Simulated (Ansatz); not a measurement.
ClH5Si2, SMILES `[SiH3][SiH2]Cl` at its PBE0-D4/def2-TZVP geometry, where that method's forces vanish. The species carries charge 0 and has multiplicity 1.

```xyz
8

Si   -0.7412   -0.7466    0.5881
Si    0.5855    0.7260   -0.6517
Cl    2.4399    0.8609    0.2457
H    -2.0840   -0.8610   -0.0431
H    -0.8929   -0.2328    1.9740
H    -0.0999   -2.0865    0.6234
H     0.7897    0.2487   -2.0428
H     0.0029    2.0911   -0.6936
```

What forces (eV/Å) does PBE-D4/def2-TZVPP give on these atoms in Ansatz? (Estimate.)

Ansatz gave: 
```
Si1  0.040  0.053 -0.049
Si2 -0.117 -0.063  0.019
Cl3  0.240  0.018  0.115
H4  -0.141 -0.017 -0.059
H5  -0.018  0.047  0.142
H6   0.061 -0.138  0.007
H7   0.011 -0.052 -0.161
H8  -0.075  0.151 -0.013
```
